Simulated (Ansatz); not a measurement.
Reading a saddle point

A first-order saddle point of BH$_{4}$ClO, closed shell, PBE0-D4/def2-TZVP, with one imaginary mode of 984i cm⁻¹:

```json
{"atom": "B1", "x (Å)": "-0.4152", "y (Å)": "-0.4196", "z (Å)": "0.3192"}
{"atom": "Cl2", "x (Å)": "1.8110", "y (Å)": "-0.3721", "z (Å)": "0.2809"}
{"atom": "H3", "x (Å)": "-0.7228", "y (Å)": "-1.3262", "z (Å)": "-0.3921"}
{"atom": "H4", "x (Å)": "-0.6212", "y (Å)": "-0.4074", "z (Å)": "1.4893"}
{"atom": "H5", "x (Å)": "0.8990", "y (Å)": "0.7207", "z (Å)": "-0.1539"}
{"atom": "O6", "x (Å)": "-0.3780", "y (Å)": "0.9228", "z (Å)": "-0.3007"}
{"atom": "H7", "x (Å)": "-0.5729", "y (Å)": "0.8818", "z (Å)": "-1.2429"}
```

Ansatz 0.2.0; basis: def2-TZVPP and def2-QZVPP; cores frozen in the correlated methods. Extrapolation: Hartree–Fock as exp(−7.88 √X), correlation as X^−2.97.

Q: Which contacts change along the imaginary mode, and what lies on either side? (A judgement: the text doesn't fix the answer.)

A: By the calculation: The step is BH₂Cl ([BH2][Cl]) + H₂O → BH₃O ([BH2][OH]) + HCl, with the molecules in contact on both sides. Shortening one way: B1–O6, Cl2–H5; lengthening the same way: B1–Cl2, H5–O6.
| pair | one side (Å) | saddle (Å) | other side (Å) |
| --- | --- | --- | --- |
| B1–O6 | 1.65 | 1.48 | 1.35 |
| Cl2–H5 | 2.81 | 1.49 | 1.29 |
| B1–Cl2 | 1.84 | 2.23 | 4.15 |
| H5–O6 | 0.97 | 1.30 | 1.90 |

Q: Which side is lower, and how far does the saddle lie above each? (To be estimated.)

A: By the calculation: The side with B1–O6, Cl2–H5 short is lower by 0.094 eV; the saddle lies 0.964 eV above it and 0.870 eV above the other (CCSD(T) at an estimated basis limit (MP2 extrapolated from triple and quadruple zeta, plus CCSD(T) − MP2 in triple zeta); electronic energies).

No T1 diagnostic of these runs exceeds 0.013.

The step is the kind of ligand exchange by which a precursor binds to a hydroxyl group, or is hydrolysed, in atomic layer deposition of oxides.

Labels in which every atom is bracketed show which atoms are joined, not bond orders.

For scale, one of the runs: CCSD(T)/def2-TZVPP, 160 basis functions, launched by `ansatz run in.yaml --threads 2 --pin off --events-out ev --progress --plain --max-ram 4352MiB`. Time: 22 s of wall clock on 2 CPU threads of an Arm Neoverse V1; the host was shared. Peak host memory: 1.2 GiB.
